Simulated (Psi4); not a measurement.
# C2H6B (SMILES [BH]CC): UMP3/def2-SVPD

Aim: the vertical electron affinity of C2H6B at UMP3/def2-SVPD, from 2 runs. 

The results are computed with Psi4 1.11.

### 1 The molecule

The species is C2H6B (9 atoms), meant as a doublet with charge 0. As SMILES, `[BH]CC`. The coordinates come from a PBE0-D4/def2-TZVP relaxation. This is one conformer, not always the lowest.

Bond lengths: B1–C2 1.537 Å, C2–C3 1.524 Å, B1–H4 1.197 Å, C2–H5 1.103 Å, C2–H6 1.103 Å, C3–H7 1.093 Å, C3–H8 1.092 Å, C3–H9 1.092 Å. Some angles: B1–C2–C3 119.1°, B1–C2–H5 105.7°, B1–C2–H6 105.7°, C3–C2–H5 110.9°, C3–C2–H6 110.9°, C2–B1–H4 127.6°, C2–C3–H7 111.8°, C2–C3–H8 110.9°, C2–C3–H9 110.9°, H5–C2–H6 103.0°.

### 2 The energy at UMP3/def2-SVPD

File job.py:

```python
import psi4

psi4.set_memory(1600000000)
psi4.set_num_threads(1)
psi4.core.set_output_file('c2h6b.out', False)

molecule = psi4.geometry("""
0 2
B     -1.415300     0.517300    -0.623600
C      0.077500     0.346900    -0.300600
C      0.504700    -0.731500     0.688600
H     -1.915600     1.307200    -1.370300
H      0.580700     0.211000    -1.273200
H      0.428600     1.341200     0.024500
H      1.588300    -0.746200     0.828800
H      0.197300    -1.721000     0.344100
H      0.042200    -0.571000     1.664600
symmetry c1
no_reorient
no_com
""")

options = {'basis': 'def2-SVPD', 'reference': 'uhf', 'puream': True, 'e_convergence': 1e-09, 'd_convergence': 1e-08, 'scf_type': 'pk', 'num_frozen_docc': 3, 'maxiter': 200}
psi4.set_options(options)

E = psi4.energy('mp3')
print('E =', round(E, 9))
```

Command:

```
$ python job.py
```

c2h6b.out:

```text
[...]
  Running in c1 symmetry.
[...]
  Nuclear repulsion =   63.154065235926758
[...]
  Multiplicity = 2
[...]
  Nalpha       = 12
  Nbeta        = 11
[...]
    Number of basis functions: 108
[...]
   @UHF iter   1:  -103.66429481320436   -6.64623e-01   3.46732e-03 ADIIS/DIIS
[...]
   @UHF iter  13:  -103.76478811772566   -7.61702e-12   6.45416e-09 DIIS
[...]
   @S^2 Observed:                7.535031542E-01
[...]
    Orbital Energies [Eh]
    ---------------------
    Alpha Occupied:
       1A    -11.223949     2A    -11.216891     3A     -7.626316
       4A     -1.021176     5A     -0.853914     6A     -0.649833
       7A     -0.604886     8A     -0.584494     9A     -0.520517
      10A     -0.494200    11A     -0.473217    12A     -0.319162
    Alpha Virtual:
      13A      0.075804    14A      0.086944    15A      0.117595
      16A      0.132260    17A      0.182541    18A      0.183664
      19A      0.191845    20A      0.199247    21A      0.212764
      22A      0.241632    23A      0.255681    24A      0.258525
      25A      0.261223    26A      0.278018    27A      0.280111
[...]
  @UHF Final Energy:  -103.76478811772566
   => Energetics <=
    Nuclear Repulsion Energy =             63.1540652359267582
    One-Electron Energy =                -263.0791296609337451
    Two-Electron Energy =                  96.1602763072813218
    Total Energy =                       -103.7647881177256579
  UHF NO Occupations:
  HONO-2 :   10  A 1.9997577
  HONO-1 :   11  A 1.9987033
[...]
 Multipole Moments:
 ------------------------------------------------------------------------------------
     Multipole            Electronic (a.u.)      Nuclear  (a.u.)        Total (a.u.)
 ------------------------------------------------------------------------------------
 L = 1.  Multiply by 2.5417464519 to convert [e a0] to [Debye]
 Dipole X            :          5.4100870           -5.0300730            0.3800140
 Dipole Y            :         -0.0815419            0.1891616            0.1076197
 Dipole Z            :          1.0306573           -1.0799785           -0.0493212
 Magnitude           :                                                    0.3980266
[...]
	DF-SCS-MP2 Total Energy (a.u.)     :  -104.13641747817476
	DF-SOS-MP2 Total Energy (a.u.)     :  -104.13914576079685
	DF-SCS(N)-MP2 Total Energy (a.u.)  :  -103.90242958205157
[...]
	DF-MP2 Total Energy (a.u.)         :  -104.13096091293062
[...]
	DF-MP3 Total Energy (a.u.)         :  -104.16982747851672
[...]
```

Standard output:

```text
Memory set to   1.490 GiB by Python driver.
  Threads set to 1 by Python driver.
E = -104.169827479
```

Run time: 11 s. Hardware: 1 thread of Intel Xeon 6975P-C (Granite Rapids), shared host; peak memory 0.44 GiB.

### 3 The singlet anion

File calc.inp:

```
memory 1.6 GB

molecule {
  -1 1
  B
  C 1 1.53682
  C 2 1.524455 1 119.14485
  H 1 1.19658 2 127.6243 3 -179.98997
  H 2 1.103463 3 110.9174 1 -123.07591
  H 2 1.103446 5 103.03579 1 -110.75532
  H 3 1.092731 2 111.75631 6 -56.91582
  H 3 1.091918 7 107.90617 2 122.23451
  H 3 1.091899 8 107.21571 7 -115.9915
  symmetry c1
}

set {
  basis           def2-SVPD
  puream          true
  e_convergence   1e-09
  d_convergence   1e-08
  scf_type        pk
  num_frozen_docc 3
}

e_tot, wfn = energy("mp3", return_wfn=True)
print_variables()
```

Command:

```
$ psi4 calc.inp calc.out -n 1
```

calc.out:

```text
[...]
  Running in c1 symmetry.
[...]
  Nuclear repulsion =   63.154067832884714
[...]
  Multiplicity = 1
[...]
  Nalpha       = 12
  Nbeta        = 12
[...]
    Number of basis functions: 108
[...]
   @RHF iter   1:  -103.52226721937659   -5.22595e-01   4.41323e-03 ADIIS/DIIS
[...]
   @RHF iter  12:  -103.70298118288031   -4.65405e-11   7.79484e-09 DIIS
[...]
    Orbital Energies [Eh]
    ---------------------
    Doubly Occupied:
       1A    -11.054241     2A    -11.029320     3A     -7.371576
       4A     -0.838193     5A     -0.670106     6A     -0.432535
       7A     -0.427107     8A     -0.389222     9A     -0.330218
      10A     -0.317521    11A     -0.265073    12A      0.010004
[...]
  @RHF Final Energy:  -103.70298118288031
   => Energetics <=
    Nuclear Repulsion Energy =             63.1540678328847136
    One-Electron Energy =                -267.4838812045721284
    Two-Electron Energy =                 100.6268321888071000
    Total Energy =                       -103.7029811828803076
[...]
 Multipole Moments:
 ------------------------------------------------------------------------------------
     Multipole            Electronic (a.u.)      Nuclear  (a.u.)        Total (a.u.)
 ------------------------------------------------------------------------------------
 L = 1.  Multiply by 2.5417464519 to convert [e a0] to [Debye]
 Dipole X            :          0.0003451           -0.0001110            0.0002341
 Dipole Y            :          1.0730488           -0.5316558            0.5413929
 Dipole Z            :         -0.4209064            3.2976765            2.8767701
 Magnitude           :                                                    2.9272705
[...]
	DF-MP2 Total Energy (a.u.)         :  -104.10957175625013
[...]
	DF-MP3 Total Energy (a.u.)         :  -104.15038955521398
[...]
```

It took 6.6 s on 1 thread of Intel Xeon 6975P-C (Granite Rapids), shared host; peak memory 0.44 GiB.

### 4 Results

At UMP3/def2-SVPD, 3 core orbitals frozen:

| quantity | value |
| --- | --- |
| doublet C2H6B: total energy | -104.16983 Eh |
| doublet C2H6B: HOMO energy (Hartree–Fock orbitals) (highest over α and β) | -8.68 eV |
| doublet C2H6B: LUMO energy (Hartree–Fock orbitals) (lowest over α and β) | 1.87 eV |
| doublet C2H6B: correlation energy (3 core orbitals frozen) | -405.0 mEh |
| doublet C2H6B: ⟨S²⟩ of the reference determinant | 0.754 |
| singlet anion: total energy | -104.15039 Eh |
| singlet anion: HOMO energy (Hartree–Fock orbitals) | 0.27 eV |
| singlet anion: LUMO energy (Hartree–Fock orbitals) | 6.67 eV |
| singlet anion: HOMO–LUMO gap (to an unbound level, set by the basis) | 6.40 eV |
| singlet anion: correlation energy (3 core orbitals frozen) | -447.4 mEh |
| vertical electron affinity (to the singlet anion) | -0.529 eV |

What this shows: The anion lies 0.53 eV (51.0 kJ/mol) above the neutral: the electron isn't bound at this level, and such a value depends on the basis. The HOMO (singlet anion) lies at positive energy, 0.27 eV: the electron is unbound at this level or held by a compact basis; values depend on the basis.
